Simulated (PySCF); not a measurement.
# BH₃ + Cl₂ → BH + 2 HCl

Level: PBE0 in the def2-TZVP basis family, all electrons, no relativity, computed in PySCF with density fitting; open shells unrestricted.

```csv
species,state and structure,ZPE (kJ/mol),H(298 K) − H(0) (kJ/mol),S° (J/(mol K))
BH₃,"singlet, D3h, B–H 1.193 Å (×3)",68.6,10.1,188.4
Cl₂,"singlet, D∞h, Cl–Cl 1.982 Å",3.5,9.1,222.5
BH,"singlet, C∞v, B–H 1.241 Å",13.9,8.7,172.0
HCl,"singlet, C∞v, H–Cl 1.279 Å",17.9,8.7,186.6
```

(1) Is the gas-phase reaction uphill or downhill in electronic energy at this level, and by how much?

(2) Add zero-point, thermal and entropy terms for 298.15 K and 1 bar.

## Answers

(1) At PBE0/def2-TZVP, ΔE = 207.2 kJ/mol, uphill. 

(2) ΔZPE = -22.4 and Δ[H(298) − H(0)] = 6.9 kJ/mol give ΔH° = 191.7 kJ/mol. ΔS° = 134.3 J/(mol K), so ΔG° = 191.7 − 298.15 × (0.1343) = 152 kJ/mol. ΔG° would change sign near 1430 K if ΔH° and ΔS° stayed fixed.

Only the bonding shown was studied: isomers, or loss of a ligand pair, can lie lower.
